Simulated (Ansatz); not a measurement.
Calculated with Ansatz (gas phase, PBE0-D4/def2-TZVP geometries, no zero-point term in ΔE). CBS: MP2 limit from def2 TZ/QZ plus the TZ coupled-cluster correction, frozen cores. Functionals use def2-TZVPP. B3LYP here is the variant with VWN-RPA as its local correlation; programs differ in this. Each species was taken in one conformer, which may not be the lowest.

Reaction (isomerisation): `CC(F)CCl` → `CC(Cl)CF`

(1) Is it downhill or uphill in electronic energy at CCSD(T)/CBS, and by how much? (An estimate is asked.)

(2) What do these levels give: r2SCAN-D4, PBE0-D4, B3LYP-D4, HF/def2-TZVPP, MP2/def2-TZVPP, HF/def2-QZVPP? (An estimate is asked.)

Largest T1 diagnostic among the species: 0.010.

Results:

(1) Ansatz gave: Uphill: ΔE = +0.05 eV.

(2) Ansatz gave: r2SCAN-D4 0.06, PBE0-D4 0.06, B3LYP-D4 0.06, HF/def2-TZVPP 0.06, MP2/def2-TZVPP 0.03, HF/def2-QZVPP 0.06 eV.
